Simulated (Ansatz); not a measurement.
Results of PBEsol-D3(BJ) (Ansatz, a program for electronic structure, PAW) for 2H WS2.

Run with plane-wave cutoff 520 eV, 12×12×4 k mesh (along the axes of the cell as run), Fermi–Dirac smearing 0.01 eV, no spin polarisation, scalar-relativistic PAW data made under PBE.

Cell (relaxed at this level):

```yaml
crystal:
  lattice:
    - [1.55733, -2.69738, 0.00000]
    - [1.55733, 2.69738, 0.00000]
    - [0.00000, 0.00000, 11.77314]
  atoms:
    - { symbol: W, position: [0.33333, 0.66667, 0.25000] }
    - { symbol: W, position: [0.66667, 0.33333, 0.75000] }
    - { symbol: S, position: [0.33333, 0.66667, 0.88354] }
    - { symbol: S, position: [0.66667, 0.33333, 0.38354] }
    - { symbol: S, position: [0.66667, 0.33333, 0.11646] }
    - { symbol: S, position: [0.33333, 0.66667, 0.61646] }
```

Problem. Estimate the Γ–Γ gap, band gap and smallest direct gap on the k points sampled that the calculation returns.

Solution. 
Γ–Γ gap: 2.20 eV
band gap: 0.65 eV
smallest direct gap on the k points sampled: 1.92 eV

Note: the bulk modulus comes from volumes at which shape and atoms were relaxed.

Spin–orbit coupling is not included.

Static lattice: no zero-point or thermal effects.

The result took very roughly 6 core-minutes.
